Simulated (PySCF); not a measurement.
**OF (Oxygen monofluoride) at UCCSD(T)/aug-cc-pVTZ**

Aim: the vertical electron affinity of OF (Oxygen monofluoride) at UCCSD(T)/aug-cc-pVTZ, from 2 runs. The job is set up through a Python script.

Program for the calculation: PySCF 2.14.0.

1 further run of the same task is left out (set aside as unsound or not needed).

## Step 1: The molecule

OF has 2 atoms, charge 0, and is taken as a doublet. SMILES: `[O]F`. Geometry: relaxed at PBE0-D4/def2-TZVP.

Bond lengths: O1–F2 1.330 Å.

## Step 2: A single-point energy at UCCSD(T)/aug-cc-pVTZ

File calc.py:

```python
from pyscf import gto, scf, cc

molecule = gto.M(
    atom=[
    ('O', (0.000000, 0.000000, -0.015950)),
    ('F', (-0.000000, -0.000000, 1.314400)),
],
    max_memory=1860,
    basis='aug-cc-pvtz',
    verbose=3,
    spin=1,
)

mf = scf.UHF(molecule)
mf.conv_tol = 1e-10
mf.kernel()
if not mf.converged:
    mf = mf.newton().run(mf.mo_coeff, mf.mo_occ)

mycc = cc.CCSD(mf, frozen=2)
mycc.kernel()
e_t = mycc.ccsd_t()
e_final = mycc.e_tot + e_t
print('E(%s) = %.9f' % ('CCSD(T)', e_final))
```

Launch:

```console
$ OMP_NUM_THREADS=1 python calc.py
```

The log of the run:

```text
converged SCF energy = -174.196218769616  <S^2> = 0.76405833  2S+1 = 2.0140093
E(UCCSD) = -174.6669888711363  E_corr = -0.4707701015206917
UCCSD(T) correction = -0.0174010401463765
E(CCSD(T)) = -174.684389911
```

Run time: 86 s. Hardware: 1 thread of Arm Neoverse V2, shared host; peak memory 3 GiB.

## Step 3: The singlet anion

File run.py:

```python
from pyscf import gto, cc

mol = gto.Mole()
mol.atom = [
    ('O', (0.000000, 0.000000, -0.015950)),
    ('F', (-0.000000, -0.000000, 1.314400)),
]
mol.spin = 0
mol.charge = -1
mol.basis = 'aug-cc-pvtz'
mol.verbose = 3
mol.max_memory = 1860
mol.build()

calc0 = mol.RHF()
calc0.conv_tol = 1e-10
calc0.kernel()
if not calc0.converged:
    calc0 = calc0.newton().run(calc0.mo_coeff, calc0.mo_occ)

mycc = cc.CCSD(calc0, frozen=2)
mycc.kernel()
e_t = mycc.ccsd_t()
energy = mycc.e_tot + e_t
print('Final energy', energy)
```

Launch:

```console
$ OMP_NUM_THREADS=1 python run.py
```

The log of the run:

```text
converged SCF energy = -174.210232656042
E(CCSD) = -174.7271737842102  E_corr = -0.5169411281678647
CCSD(T) correction = -0.0196550801005555
Final energy -174.74682886431071
```

Wall time 19 s (1 thread of Arm Neoverse V2, shared host); peak memory 0.5 GiB.

## Step 4: What came out

Level: UCCSD(T)/aug-cc-pVTZ, 2 core orbitals frozen.

```
                                                              quantity          value
                                              doublet OF: total energy  -174.68439 Eh
                      doublet OF: dipole moment (Hartree–Fock density)         0.35 D
doublet OF: HOMO energy (Hartree–Fock orbitals) (highest over α and β)      -14.65 eV
 doublet OF: LUMO energy (Hartree–Fock orbitals) (lowest over α and β)        1.58 eV
               doublet OF: correlation energy (2 core orbitals frozen)     -488.2 mEh
                                            doublet OF: (T) correction     -17.40 mEh
                         doublet OF: ⟨S²⟩ of the reference determinant          0.764
                                             doublet OF: T1 diagnostic          0.029
                                           singlet anion: total energy  -174.74683 Eh
                    singlet anion: HOMO energy (Hartree–Fock orbitals)       -3.34 eV
                    singlet anion: LUMO energy (Hartree–Fock orbitals)        7.71 eV
  singlet anion: HOMO–LUMO gap (to an unbound level, set by the basis)       11.05 eV
            singlet anion: correlation energy (2 core orbitals frozen)     -536.6 mEh
                                         singlet anion: (T) correction     -19.66 mEh
                                          singlet anion: T1 diagnostic          0.019
                     vertical electron affinity (to the singlet anion)       1.699 eV
```

In words: At fixed nuclei the extra electron is bound by 1.70 eV (39 kcal/mol). The triples (doublet OF) make up 3.6 % of the correlation energy. The triples (singlet anion) make up 3.7 % of the correlation energy.
